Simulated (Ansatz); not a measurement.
`C/C(F)=C/N` → `C=C(F)NC`  (isomerisation)

Gas-phase electronic energies from Ansatz, PBE0-D4/def2-TZVP geometries. CCSD(T)/CBS is the MP2 limit (def2-TZVPP, def2-QZVPP) plus CCSD(T) − MP2 in def2-TZVPP, frozen cores. DFT in def2-TZVPP. Each species was taken in one conformer, which may not be the lowest.

```tsv
level	ΔE (kJ/mol)
PBE	29.1
MP2/CBS(def2)	29.9
```

Question: What does CCSD(T)/CBS give? (Best estimate.)

Answer: Ansatz gave: +30.1 kJ/mol. The listed levels differ from it by -1.0, -0.2 kJ/mol.

Largest T1 diagnostic among the species: 0.012.

In def2-TZVPP, CCSD(T) changes the Hartree–Fock value by +7.0 kJ/mol (the triples alone add +0.4 kJ/mol) and MP2 by +6.8 kJ/mol.
